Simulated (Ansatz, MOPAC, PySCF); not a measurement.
Ligands exchanged one at a time, Si F-C2H5. All species are isolated molecules in the gas phase. One relaxed conformer stands for each flexible species; it need not be the lowest. Strings in code marks are SMILES.

Quantity: redistribution energy (mixed species minus the weighted end members), in eV. Semi-empirical values (MOPAC) are differences of heats of formation.

Level 1: frozen-core CCSD(T)/cc-pVDZ // PBE-D3(BJ)/def2-SVP (Ansatz, a quantum-chemistry and plane-wave program)
Level 2: B3LYP/6-31G* // PBE-D3(BJ)/def2-SVP (PySCF)
Level 3: B3LYP/LANL2DZ // PBE-D3(BJ)/def2-SVP (PySCF)
Level 4: PM7 // PBE-D3(BJ)/def2-SVP (MOPAC)

| species | level 1 | level 2 | level 3 | level 4 |
|---|---|---|---|---|
| 3 of 4 F replaced by C2H5: `F[Si](CC)(CC)CC` | -0.139 | -0.244 | ? | ? |
| 1 of 4 F replaced by C2H5: `CC[Si](F)(F)F` | -0.272 | ? | -0.64 | -0.240 |
| 2 of 4 F replaced by C2H5: `CC[Si](F)(F)CC` (C–C–Si–F torsion 65°, F–Si–C–C torsion -180°) | -0.258 | -0.378 | -0.75 | -0.306 |

Fill in the missing entries.


- 3 of 4 F replaced by C2H5: `F[Si](CC)(CC)CC`, level 3: -0.50
- 3 of 4 F replaced by C2H5: `F[Si](CC)(CC)CC`, level 4: -0.193
- 1 of 4 F replaced by C2H5: `CC[Si](F)(F)F`, level 2: -0.345
